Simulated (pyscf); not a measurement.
Structures and frequencies: ωB97X-D3(BJ)/def2-SVP in PySCF.

aluminium trichloride (Cl–Al(Cl)–Cl) + ethylene (H₂C=CH₂) → Cl–CH₂–CH₂–Al(Cl)–Cl
Surface: singlet. Broken: Al–Cl. Formed: C–Cl, Al–C. Give ΔE‡ and ΔE from ωB97M-D3(BJ)/def2-TZVP, relative to the separated reactants.

ΔE‡ = 10.6 kcal/mol, ΔE = +8.9 kcal/mol. Zero-point energy shifts the barrier by +1.7 kcal/mol. It is an addition across a multiple bond or ene-type step, with an imaginary mode of 289i cm⁻¹. On the reactant side the descent ends in a bound adduct, 16.7 kcal/mol under the separated species and 23.6 kcal/mol under the saddle at ωB97X-D3(BJ)/def2-TZVP. What is counted as broken (Al–Cl) persists as a longer contact in the product adduct; parting that adduct is a step of its own. At ωB97X-D3(BJ) the barrier from the zero used here is 6.8 kcal/mol. Cl–CH₂–CH₂–Al(Cl)–Cl is closed by a dative Al–Cl contact. This is the saddle that the search found; another between the same sides may lie lower.
